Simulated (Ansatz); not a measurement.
# C3H5FO: the cost of one run

Computed with Ansatz 0.2.0, Gaussian basis. Level: the settings change from run to run.

### 1 The geometry

An earlier PBE0-D4 in a triple-zeta def2 set relaxation fixed the geometry.

SMILES `CC1(F)CO1`, 10 atoms, charge 0, spin multiplicity 1.

Atoms are counted from 1 here; the program's logs count them from 0.

Bond lengths: C1–C2 1.490 Å, C1–H6 1.089 Å, C1–H7 1.091 Å, C1–H8 1.092 Å, C2–F3 1.362 Å, C2–C4 1.452 Å, C2–O5 1.381 Å, C4–O5 1.439 Å, C4–H9 1.087 Å, C4–H10 1.086 Å. Angles: C2–C1–H6 110.0°, C2–C1–H7 110.3°, C2–C1–H8 109.4°, H6–C1–H7 109.3°, H6–C1–H8 109.0°, H7–C1–H8 108.7°, C1–C2–F3 111.2°, C1–C2–C4 126.5°, C1–C2–O5 118.7°, F3–C2–C4 116.5°, F3–C2–O5 113.5°, C4–C2–O5 61.0°, C2–C4–O5 57.0°, C2–C4–H9 120.6°, C2–C4–H10 118.4°, O5–C4–H9 115.2°, O5–C4–H10 114.7°, H9–C4–H10 116.6° and more.

As a file:

```csv
atom,x (Å),y (Å),z (Å)
C1,-0.8162,-0.9664,0.0096
C2,0.3048,-0.0504,-0.3440
F3,1.2847,-0.7091,-1.0230
C4,0.7072,1.1415,0.3821
O5,0.0065,1.1893,-0.8739
H6,-1.5822,-0.4228,0.5615
H7,-0.4514,-1.7941,0.6192
H8,-1.2565,-1.3713,-0.9037
H9,0.1388,1.4834,1.2428
H10,1.7474,1.4490,0.3325
```

### 2 r2SCAN0/def2-SVP

This run has charge +1, multiplicity 2, coordinates scaled by 1.25, D3(BJ) with three-body dispersion.

File in.yaml:

```yaml
crystal:
  periodic: [false, false, false]
  atoms:
    - {symbol: C, position_ang: [-1.020228, -1.208055, 0.012013]}
    - {symbol: C, position_ang: [0.380988, -0.062961, -0.430044]}
    - {symbol: F, position_ang: [1.605825, -0.886390, -1.278762]}
    - {symbol: C, position_ang: [0.884046, 1.426846, 0.477629]}
    - {symbol: O, position_ang: [0.008181, 1.486574, -1.092400]}
    - {symbol: H, position_ang: [-1.977719, -0.528480, 0.701879]}
    - {symbol: H, position_ang: [-0.564282, -2.242666, 0.773953]}
    - {symbol: H, position_ang: [-1.570657, -1.714177, -1.129609]}
    - {symbol: H, position_ang: [0.173475, 1.854295, 1.553514]}
    - {symbol: H, position_ang: [2.184245, 1.811264, 0.415576]}
basis:
  gaussian: {orbitals: def2-SVP}
total_charge: 1
magnetization: {spin_polarized: true, initial_magnetization: 1}
hamiltonian: {xc: {name: r2SCAN0}, dispersion: d3bjatm}
output: {forces: true}
```

Run with:

```
ansatz run in.yaml --threads 4 --pin off --events-out ev --progress --plain --max-ram 10444MiB
```

**Question.** How long does this run take on 4 threads of Arm Neoverse V1, shared host, and how much memory does it need?

About 4.8 s, with a peak of 0.28 GiB.
